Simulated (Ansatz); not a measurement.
# CH₃BN radical: functionals against CCSD(T) at one geometry

One table from this session's results is given with a row withheld; the runs are named, their logs left out.

Computed with Ansatz 0.2.0, Gaussian basis. Level: single points in def2-TZVPP.

Cores are frozen in the correlated methods. Orbitals are unrestricted.

### Starting geometry

6 atoms, charge 0, spin multiplicity 2.

Atoms are counted from 1 here; the program's logs count them from 0.

Bond lengths: B2–H5 1.165 Å, B2–H6 1.138 Å, C3–N4 1.120 Å. Angles: H5–B2–H6 127.7°.

As a file:

```xyz
6
CH3BN
H    -0.07990   -0.29850    0.04770
B     0.20680    1.18800   -0.29010
C    -0.31170   -1.61090    0.40950
N    -0.38780   -2.71010    0.61180
H    -0.60480    1.73190   -0.92490
H     1.17560    1.62220    0.11940
```

The first run:

The input, run/in.yaml:

```yaml
crystal:
  periodic: [false, false, false]
  atoms:
    - {symbol: H, position_ang: [-0.079900, -0.298500, 0.047700]}
    - {symbol: B, position_ang: [0.206800, 1.188000, -0.290100]}
    - {symbol: C, position_ang: [-0.311700, -1.610900, 0.409500]}
    - {symbol: N, position_ang: [-0.387800, -2.710100, 0.611800]}
    - {symbol: H, position_ang: [-0.604800, 1.731900, -0.924900]}
    - {symbol: H, position_ang: [1.175600, 1.622200, 0.119400]}
basis:
  gaussian: {orbitals: def2-TZVPP}
magnetization: {spin_polarized: true, initial_magnetization: 1}
correlation: {method: ccsd_t}
scf: {omitted_lower_state_checks: [cluster_reference]}
output: {forces: true}
```

No record of the launch command was kept for these runs.

Among the steps run: CCSD(T)/def2-TZVPP; PBE0-D4/def2-TZVPP; wB97M-V/def2-TZVPP; r2SCAN-D4/def2-TZVPP; PBE-D4/def2-TZVPP; LC-wPBE/def2-TZVPP; HSE06-D4/def2-TZVPP.

One of the session's tables, all rows but one given; the rest of the session is left out.

| method | RMS force component (eV/Å) | angle to CCSD(T) forces (°) | dipole (D) |
| --- | --- | --- | --- |
| CCSD(T) | 2.371 | reference | 5.09 |
| PBE0-D4 | ? | ? | ? |
| wB97M-V | 1.816 | 3.7 | 5.24 |
| r2SCAN-D4 | 2.018 | 1.9 | 5.05 |
| PBE-D4 | 2.314 | 4.2 | 4.85 |
| LC-wPBE | 1.711 | 7.7 | 5.39 |
| HSE06-D4 | 1.895 | 3.7 | 5.17 |

**Question.** Estimate the row for PBE0-D4.

**Answer.** RMS force component (eV/Å): 1.882; angle to CCSD(T) forces (°): 3.9; dipole (D): 5.18. In the column «RMS force component (eV/Å)» it lies between wB97M-V (1.816) and HSE06-D4 (1.895).
